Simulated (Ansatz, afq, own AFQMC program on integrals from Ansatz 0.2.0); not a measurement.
CH$_{4}$ClOSeSi, doublet: AFQMC among the cluster methods

```json
{"atom": "C", "x (Å)": "0.5990", "y (Å)": "-1.5669", "z (Å)": "0.0325"}
{"atom": "O", "x (Å)": "0.5648", "y (Å)": "-0.3332", "z (Å)": "-0.6484"}
{"atom": "Si", "x (Å)": "-0.5352", "y (Å)": "0.8837", "z (Å)": "-0.5037"}
{"atom": "Cl", "x (Å)": "-2.4623", "y (Å)": "0.0976", "z (Å)": "-0.6050"}
{"atom": "Se", "x (Å)": "-0.4585", "y (Å)": "1.9233", "z (Å)": "1.5447"}
{"atom": "H", "x (Å)": "1.4515", "y (Å)": "-2.1487", "z (Å)": "-0.3466"}
{"atom": "H", "x (Å)": "-0.3266", "y (Å)": "-2.1419", "z (Å)": "-0.1368"}
{"atom": "H", "x (Å)": "0.7263", "y (Å)": "-1.4175", "z (Å)": "1.1184"}
{"atom": "H", "x (Å)": "0.9712", "y (Å)": "2.2352", "z (Å)": "1.3764"}
```

Basis def2-SVP. Only valence electrons are correlated. Integrals, coupled cluster, full CI and functionals: Ansatz 0.2.0; the random walks run on the same integrals in our own AFQMC program. The CISD trial takes its coefficients from CCSD amplitudes. Released means that phaseless walkers are propagated on without the constraint, phases kept. Uncertainties: one standard error, sampling alone. No spin–orbit coupling.

Determinant: UHF, the one that the program's search chose, which needn't be the lowest solution. The geometry is a PBE0/def2-SVP stationary point of this or a neighbouring charge and spin state.

No full CI on the walks' own integrals is used here. The released AFQMC energy serves as the reference, which it does only where one determinant dominates, the energy is flat over the last release times and near the phaseless one (40 meV or 2 meV an electron, half that with transition metals). On small molecules, where full CI could be run and the noise was under 10 meV, such values lay within 10 meV of it in 19 cases of 20, a flattering rate, since the rule was set on those same cases; what remains of the bias isn't in the error bar.

Cautions: no relativity below Rb; no spin-orbit coupling; inner d shell frozen; the released value is read at 0.90 1/Eh with a noise of 17 meV, more than in the cases checked (meV from the phaseless value at times in 1/Eh: 1 ± 11 at 0.21, 12 ± 14 at 0.42, 2 ± 20 at 0.63, -12 ± 17 at 0.90).

* T1 diagnostic: 0.0137
* weight of the determinant in the CISD state: 0.773
* ⟨S²⟩ of the determinant: 0.758
* size of the correlated space: 31 electrons in 90 orbitals

```tsv
level	correlation energy (eV)
MP2	-17.6784
CCSD	-19.0844
CCSD(T)	-19.6017
```

**Question.** Estimate where AFQMC with the constraint released lies against CCSD(T) on the same integrals.

**Answer.** 9.1 ± 1.7 kJ/mol below CCSD(T).

Reference: AFQMC with the constraint released, correlation energy -19.696 ± 0.017 eV.

| level | E − E(reference) (kJ/mol) | share of correlation (%) |
| --- | --- | --- |
| CCSD(T) | 9.1 ± 1.7 | 99.52 |
| ph-AFQMC/CISD | 1.2 ± 2.1 | 99.94 |

Released energies are given only where the last usable release times agree within the noise; a slower fall can still hide under it.
